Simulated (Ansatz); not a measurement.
# Ladder of methods for the elastic constant C33 of graphite

Reference value: 36.5 ± 1 GPa (measured, 300 K, not corrected to a static lattice, our sources range from 36.5 to 40.7; as tabulated in Mounet and Marzari (2005), doi:10.1103/physrevb.71.205214).

```json
[
 {"level (code)": "LDA (Ansatz)", "value (GPa)": "29.5", "cell (Å³/atom)": "8.61", "difference (%)": "-19.2"},
 {"level (code)": "PBE (Ansatz)", "value (GPa)": "1.64", "cell (Å³/atom)": "11.49", "difference (%)": "-96"},
 {"level (code)": "PBE-D3(BJ) (Ansatz)", "value (GPa)": "32.1", "cell (Å³/atom)": "8.87", "difference (%)": "-12.1"},
 {"level (code)": "r²SCAN (Ansatz)", "value (GPa)": "21.3", "cell (Å³/atom)": "9.22", "difference (%)": "-42"}
]
```

The levels aren't ranked against this reference (sources at odds).

The reference isn't brought to a static lattice, while the calculations are for one, so the differences are not the levels' errors alone. A static lattice is as a rule stiffer than a warm one, by over a tenth in soft solids.  LDA: LDA has no dispersion term either, though it tends to give short spacings of layers, chains or molecules. PBE, r²SCAN: the cell comes from a level without a dispersion term, which matters for the spacing of layers, chains or molecules. PBE-D3(BJ): the dispersion coefficients are held fixed in the derivatives. Each level is taken at its own relaxed cell. Cutoffs differ between the levels. Ansatz's density-functional and Hartree–Fock values are scalar-relativistic unless marked +SOC, with PAW data made under PBE.

Differences are worked out from the printed values.

Ansatz is an electronic-structure program.
